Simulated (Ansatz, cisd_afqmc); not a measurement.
System: NH3, charge 1, doublet. NH3+ (parent SMILES N, doublet).
B3LYP-D3(BJ)/def2-TZVP minimum from Ansatz (a first-principles code):
```xyz
4

N      0.0000     0.0000     0.0000
H     -0.0107     1.0250    -0.0304
H      0.8933    -0.5037     0.0001
H     -0.8826    -0.5214     0.0303
```
Charge +1, spin multiplicity 2.

Total energies in cc-pVDZ, 7 correlated electrons, 1 frozen orbitals. Open shells are spin-unrestricted; no spin-orbit coupling. Cores are frozen in correlated methods. No relativity. AFQMC/CISD: phaseless, guided by CISD from CCSD amplitudes; bars are statistical, one sigma. Outlying blocks are dropped, and bars are widened where a walk drifts. Over all cases where full CI ran beside it in this data, AFQMC minus full CI had a median of +0.1 mEh and passed +0.4 mEh in a tenth of the cases. Full CI freezes restricted core orbitals and the other rows unrestricted ones, which leaves a small offset even where coupled cluster is exact.

```tsv
method	program	energy (Eh)	error against FCI (mEh)
HF	Ansatz	-55.88523	165.50
MP2	Ansatz	-56.02701	23.72
CCSD	Ansatz	-56.04782	2.90
CCSD(T)	Ansatz	-56.05026	0.46
CCSDT(Q)	Ansatz	-56.05075	-0.02
CCSDTQ	Ansatz	-56.05075	-0.03
AFQMC/CISD	cisd_afqmc	-56.0507 ± 0.0001	0.0 ± 0.1
FCI	Ansatz	-56.05073	0.00
```

Rough core times of Ansatz's runs on a shared machine: CCSD(T) under 20 s, CCSDT(Q) under 20 s, CCSDTQ 70 s, FCI 2 min.
